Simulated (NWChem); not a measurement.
**Correlation energy of Na**

SMILES: [Na]
```xyz
1

Na     0.0000     0.0000     0.0000
```
Charge 0, spin multiplicity 2.

All runs are NWChem calculations.

Basis set: def2-QZVP. Each correlation energy counts from its own Hartree-Fock reference.

The correlated methods keep 1 core orbital frozen. No SCF solution was tested for a lower state. Open-shell Hartree-Fock references start from PBE0 orbitals. Coupled-cluster values serve here as a point of comparison, not as the truth.

**Question.** For the correlation energy, UMP2 gives -138.9 mHa and SCS-UMP2 gives -133.3 mHa. What do CCSD on UHF, CCSD[T] on UHF, CCSD(T) on UHF give?

**Answer.** CCSD on UHF: -144.5 mHa; CCSD[T] on UHF: -146.7 mHa; CCSD(T) on UHF: -146.5 mHa.
